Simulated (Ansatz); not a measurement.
Fluorite CdF₂, treated with B3LYP (VWN-RPA form) in Ansatz (plane waves, PAW).

Run with plane-wave cutoff 520 eV, 8×8×8 k mesh, scalar-relativistic PAW data made under PBE.

Computed at the level's own relaxed cell.

Hill averages of the elastic tensor: K = 100.3 GPa, G = 29.7 GPa. Volume 13.569 Å³/atom, mean atomic mass 50.136 u.

Task: Work out the density, the sound velocities of a polycrystal and the elastic Debye temperature at this level.

Result: ρ = 1.66054 × 50.136/13.569 = 6.136 g/cm³. v_l = √[(K + 4G/3)/ρ] = 4.775 km/s and v_t = √(G/ρ) = 2.200 km/s. The mean follows from 3/v_m³ = 1/v_l³ + 2/v_t³: v_m = 2.479 km/s. Θ_D = (ħ/k_B) v_m (6π²/V)^(1/3) = 76.38 K Å s/km × 2.479 × 1.6342 Å⁻¹ = 309 K, counting all atoms of the cell.

Ansatz is an electronic-structure program.
